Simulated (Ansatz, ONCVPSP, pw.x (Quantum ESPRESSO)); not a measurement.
**What a changed setting does to a pw.x run (fcc W)**

Potential: optimised norm-conserving Vanderbilt (ONCV), ONCVPSP 4.0.1.1 (patched build), PBEsol; core [Kr] 4d10 4f14, reference 5s2 5p6 5d4.5 6s1.5; waves: 5s+6s: rc 1.78 bohr, ncon 3, nbas 7, qcut 6.6 1/bohr, 2 projectors; 5p: rc 1.72 bohr, ncon 3, nbas 6, qcut 7.8 1/bohr, 2 projectors, debl 1.4 Ha; 5d: rc 3.20 bohr, ncon 4, nbas 8, qcut 5.1 1/bohr, 2 projectors, debl 3 Ha; local part: polynomial inside 1.32 bohr (lpopt 4, dvloc0 0 Ha); core correction: none. In the p channel the program set the typed energies aside and used -1.554, 0.250 Ha.

The reference run (k-mesh 14³, cutoffs 55/220 Ry, Fermi–Dirac 0.01 Ry, mixing_beta 0.4, conv_thr 1e-9, no spin) gives -1.40 GPa at 15.995 Å³/atom, where all-electron LAPW gives 0.14 GPa. This run, with its own iteration cap, changes smearing to box, a wrong or extreme entry chosen on purpose.

```
&control
  calculation='scf', prefix='x', pseudo_dir='./', outdir='./tmp', tstress=.true., disk_io='none'
/
&system
  ibrav=0, nat=1, ntyp=1, ecutwfc=55, ecutrho=220, nbnd=15,
  occupations='smearing', smearing='box', degauss=0.01
/
&electrons
  conv_thr=1e-09, mixing_beta=0.4, electron_maxstep=70
/
ATOMIC_SPECIES
W 1.0 W.UPF
CELL_PARAMETERS angstrom
  0.00000000 1.99979164 1.99979164
  1.99979164 0.00000000 1.99979164
  1.99979164 1.99979164 0.00000000
ATOMIC_POSITIONS crystal
W 0.0000 0.0000 0.0000
K_POINTS automatic
14 14 14 0 0 0
```

```bash
pw.x < W.scf.in > W.scf.out
```

**Question.** How does the run end?

**Answer.** It stops with "set_occupations: smearing box unknown".

```
Error in routine  set_occupations (1):
      smearing box unknown
```
